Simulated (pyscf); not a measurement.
`[NH2][SiH2][OH]` -> `[O]=[SiH2]` + `[NH3]`, an elimination (singlet surface; H–O, N–Si broken, H–N formed). PySCF, gas phase, ωB97X-D3(BJ)/def2-SVP geometries. MP2 and CC: frozen core, UHF for open shells. ΔMP2 is the change of the MP2 total energy from the triple- to the quadruple-zeta basis. Energies in eV from the reactant's lowest minimum found.

Small-basis levels: PySCF, no dispersion term, spherical d functions. AM1 to PM7: differences of heats of formation from MOPAC. GFN2-xTB: tblite. Cost: rough CPU time at the saddle relative to B3LYP/6-31G*, from one job on a shared machine.

| level | barrier | reaction energy | cost |
|---|---|---|---|
| HF/6-31G* | 2.30 | +2.76 | 0.07 |
| MP2/6-31G* | 1.68 | +2.36 | 0.08 |
| SVWN5/6-31G* | 1.25 | +2.81 | 0.8 |
| BP86/6-31G* | [?] | +2.26 | 1 |
| B3LYP/STO-3G | 2.00 | +3.01 | 0.6 |
| B3LYP/3-21G | 1.51 | +2.92 | 0.8 |
| B3LYP/LANL2DZ | 1.98 | +2.80 | 0.8 |
| PBE/def2-SVP | 1.42 | +2.50 | 1 |
| B3LYP/def2-SVP | 1.68 | +2.56 | 1 |
| GFN2-xTB | 1.43 | +0.84 | under 0.02 |
| PM3 | [?] | +2.51 | under 0.02 |
| PM6 | 1.96 | +2.55 | under 0.02 |
| CCSD(T)/def2-TZVPP + ΔMP2(QZVPP) | [?] | +2.61 | – |

Fill in the missing entries.


- BP86/6-31G*, barrier: 1.39
- PM3, barrier: 2.35
- CCSD(T)/def2-TZVPP + ΔMP2(QZVPP), barrier: 1.83

Against the last row the barrier runs from -0.58 (SVWN5/6-31G*) to +0.53 eV (PM3). CCSD(T)/def2-TZVPP + ΔMP2(QZVPP) has limits of its own. On the product side the descent ends in an adduct with a N–Si contact, 1.38 eV under the separated species and 0.46 eV under the saddle at ωB97X-D3(BJ)/def2-TZVP. At CCSD(T) the saddle lies under the separated products, which points to a path from their complex (located at ωB97X-D3(BJ) alone), and parting the products costs more than the saddle. What is counted as broken (N–Si) persists as a longer contact in the product adduct; parting that adduct is a step of its own. One saddle was located; it need not be the lowest between these sides. The CCSD(T) − MP2 part came from Ansatz, without density fitting, on the same reference.
